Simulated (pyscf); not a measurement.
H₂C=CH–Cl + Cl• → Cl–Cl + •HC=CH₂, an atom transfer (doublet surface; C–Cl broken, Cl–Cl formed). PySCF, gas phase, ωB97X-D3(BJ)/def2-SVP geometries. MP2 and CC: frozen core, UHF for open shells. ΔMP2 is the change of the MP2 total energy from the triple- to the quadruple-zeta basis. Energies in eV from the separated reactants.

AM1 to PM7: differences of heats of formation from MOPAC, which are fitted to 298 K values and so differ in kind from electronic energies by zero-point and thermal terms. Open shells are spin-unrestricted. 

### Question
In single points AM1 puts the saddle at 1.63 eV and the reaction energy at +0.78 eV. Should these be trusted to within a few kcal/mol? Compare with CCSD(T)/def2-TZVPP + ΔMP2(QZVPP).

### Answer
CCSD(T)/def2-TZVPP + ΔMP2(QZVPP) gives ΔE‡ = 2.49 eV and ΔE = +1.75 eV. AM1 lies 0.86 eV under it in the barrier and 0.97 eV under it in the reaction energy, so on this step it does not hold to within 0.13 eV. CCSD(T)/def2-TZVPP + ΔMP2(QZVPP) has limits of its own. On the reactant side the descent ends in a complex, 0.22 eV under the separated species and 2.64 eV under the saddle at ωB97X-D3(BJ)/def2-TZVP. This is the saddle that the search found; another between the same sides may lie lower. The angle at the transferred Cl is 86°: a side-on saddle, likely not the lowest. The CCSD(T) − MP2 part came from Ansatz, without density fitting, on the same reference. A UHF reference is spin-contaminated (<S²> up to 1.02), which harms MP2 most. Left out: the spin-orbit lowering of Cl.
